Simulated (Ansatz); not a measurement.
Diamond-structure Ge, treated with HSE06 in Ansatz (plane waves, PAW).

Settings: plane-wave cutoff 520 eV, 8×8×8 k mesh, finite displacements, scalar-relativistic PAW data made under PBE.

Cell (relaxed at this level):

```yaml
crystal:
  lattice:
    - [0.00000, 2.84233, 2.84233]
    - [2.84233, 0.00000, 2.84233]
    - [2.84233, 2.84233, 0.00000]
  atoms:
    - { symbol: Ge, position: [0.50000, 0.50000, 0.50000] }
    - { symbol: Ge, position: [0.75000, 0.75000, 0.75000] }
```

Problem. Give the computed TO(Γ) frequency.

Solution. 
* **TO(Γ) frequency**: 303 cm⁻¹

Measured, for comparison: zone-centre TO phonon frequency 304 cm⁻¹ (low temperature, zero-point motion not removed; as tabulated in Tanner et al. (2021), arXiv:2110.11888). Computed (rounded) less measured: zone-centre TO phonon frequency -0.3 %.

Cost on a shared machine: around 60 core-minutes (rough).

Ansatz is a first-principles code.
